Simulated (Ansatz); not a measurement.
**Al2, triplet: the ladder up to full CI**

Geometry: that of the Al2, singlet, kept fixed.

```xyz
2

Al    0.0000    0.0000    0.0000
Al    0.0000    0.0000    3.0310
```

Basis cc-pVDZ; Ansatz 0.2.0. Correlated methods freeze the noble-gas cores, which leaves 6 electrons in 26 orbitals. Prefix R: restricted or restricted open-shell reference; prefix U: unrestricted. Active spaces: valence = (6e, 8o) chosen from the atoms' valence shells.

Full CI is exact within this basis and frozen core; it isn't the basis-set limit. The frozen core follows each run's orbitals, which can shift R against U totals by a few meV.

For open shells CISD and CISDTQ are restricted-active-space CI with the open shells as a complete middle space.

```
UHF ⟨S²⟩                          : 2.037
T1 diagnostic (RCCSD)             : 0.0293
largest doubles amplitude (RCCSD) : 0.095
T1 diagnostic (UCCSD)             : 0.0239
```

| level | E − E(full CI) (meV) | share of correlation (%) | wall time |
| --- | --- | --- | --- |
| RHF | 3243 | 0.00 | – |
| UHF | 3112 | 4.06 | – |
| RMP2 | 1005 | 69.00 | – |
| UMP2 | 1030 | 68.24 | – |
| CISD | 338 | 89.59 | 1.5 s |
| RCCSD | 186 | 94.26 | – |
| UCCSD | 179 | 94.48 | – |
| RCCSD(T) | 58 | 98.22 | 2.9 s |
| UCCSD(T) | 57 | 98.24 | 2.8 s |
| BCCD(T) | 58 | 98.22 | 2.4 s |
| RCCSDT | 10 | 99.70 | – |
| UCCSDT | 9 | 99.72 | – |
| CISDTQ | 9 | 99.73 | 5.5 s |
| RCCSDT(Q) | 2 | 99.93 | 6 s |
| UCCSDT(Q) | 2 | 99.95 | 6 s |
| CASSCF (valence space) | 1685 | 48.03 | – |
| NEVPT2 (valence space) | 461 | 85.78 | 1.9 s |
| MRCISD (valence space) | 86 | 97.35 | – |
| MRCISD+Q (valence space) | -25 | 100.76 | 2.7 s |

The correlation energy at full CI, counted from RHF, is -3.243 eV. That run took 14 s on 1 thread of Arm Neoverse V1, shared host over 844,928 determinants.

Times hold each run's SCF and search for its determinant on a shared host, so for small cases they say little of a method's own cost; they ran on 1 thread of Arm Neoverse V1.

More than 5 meV below full CI, which no variational method can be: MRCISD+Q (valence space).

The full-CI state has the irrep B3u of D2h, in the program's axes (one component, if the state is degenerate).

Natural occupations of full CI about the gap: 1.907 1.861 0.971 0.954 0.070 0.051 0.051 0.043 0.014 0.013; effectively unpaired electrons, Σ n²(2−n)², 2.14.
